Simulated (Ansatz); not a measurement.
A nudged elastic band was laid between two geometries of CH₆BN (9 atoms, charge 0, multiplicity 1).

All numbers below come from RKS B3LYP/def2-SVP (Ansatz 0.2.0).

```json
{"movable images": "5", "climbing image": "yes", "spring": "5.0 eV/Å²", "optimiser": "quadratic models (default)", "start path": "through a guess of the saddle point", "force threshold": "0.05 eV/Å", "iteration limit": "60", "end points": "relaxed"}
```

Initial state:

```xyz
9
Properties=species:S:1:pos:R:3
B 0.158 -0.170 0.266
H -0.012 -0.533 1.411
N 1.479 -0.004 -0.155
H 2.278 -0.171 0.445
H 1.733 0.295 -1.091
C -1.076 0.098 -0.680
H -1.709 -0.805 -0.749
H -1.724 0.881 -0.246
H -0.810 0.407 -1.705
```

Final state:

```xyz
9
Properties=species:S:1:pos:R:3
B -0.937 -0.287 0.609
H 1.514 -0.174 1.082
N 2.224 0.003 0.365
H 2.104 -0.724 -0.343
H 1.977 0.889 -0.079
C -1.524 0.015 -0.782
H -2.342 -0.699 -0.999
H -1.943 1.041 -0.786
H -0.756 -0.062 -1.573
```

Problem. Which bonds break or form, and what moves?

Solution. Bonds broken: B1–H2, B1–N3. Bonds formed: H2–N3. CH6BN becomes CH3B + H3N.

Problem. Give the energies along the band, and the barrier.

Solution. The forces met the threshold. The highest image is number 5 of 0 to 6, 4.89 eV above the first end and 0.00 eV above the last; the last end lies 4.89 eV above the first. Neighbouring images differ by up to 2.4 eV, so the band resolves the path poorly. The top lies less than 8 meV above the higher end, about what the thresholds resolve: that end is a shoulder or a very shallow well. A vibrational analysis at the climbing image gives no mode beyond 40i cm⁻¹: the surface is too flat there to confirm a saddle point. The orbitals stay closed-shell, which can raise the energy where a bond breaks towards radicals; this wasn't checked here.

| image | path coordinate (Å) | energy (eV) | B1–H2 (Å) | B1–N3 (Å) | H2–N3 (Å) |
| --- | --- | --- | --- | --- | --- |
| 0 | 0.00 | 0.00 | 1.21 | 1.40 | 2.23 |
| 1 | 1.15 | 2.39 | 1.28 | 1.41 | 1.80 |
| 2 | 2.30 | 4.40 | 2.13 | 1.66 | 1.03 |
| 3 | 3.44 | 4.41 | 2.22 | 1.65 | 1.02 |
| 4 | 4.59 | 4.63 | 2.35 | 1.99 | 1.02 |
| 5 | 5.74 | 4.89 | 2.50 | 3.18 | 1.02 |
| 6 | 6.56 | 4.89 | 2.50 | 3.18 | 1.02 |

Problem. What is the geometry of the highest image?

Solution. 
```xyz
9
Properties=species:S:1:pos:R:3
B -0.929 0.002 0.648
H 1.531 -0.143 1.077
N 2.237 -0.121 0.337
H 2.012 -0.884 -0.303
H 2.089 0.749 -0.177
C -1.534 0.087 -0.765
H -1.998 -0.886 -1.018
H -2.321 0.865 -0.780
H -0.769 0.330 -1.524
```

Run time: 3.9 min on 1 thread of Intel(R) Xeon(R) Platinum 8488C (Sapphire Rapids), on a shared host, peak memory 0.14 GiB.
